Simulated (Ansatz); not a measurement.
## Ansatz (development build ahead of 0.2.0) run

```yaml
crystal:
  periodic: [false, false, false]
  atoms:
    - { symbol: Li, position_ang: [0.0, 0.0, 0.0] }
    - { symbol: F, position_ang: [0.0, 0.0, 5.18] }
basis:
  gaussian: { orbitals: pcseg-2 }
magnetization:
  spin_polarized: true
hamiltonian:
  xc: pbe
```

The input is written out in the form of the current development build from the run's settings.

Results

```
Converged                       : yes
Total energy                    : -107.19146 hartree
Spin squared of the determinant : 0.457
Stability test                  : minimum
```

Caution: charge can spread falsely over distant fragments; the unrestricted determinant is spin contaminated.
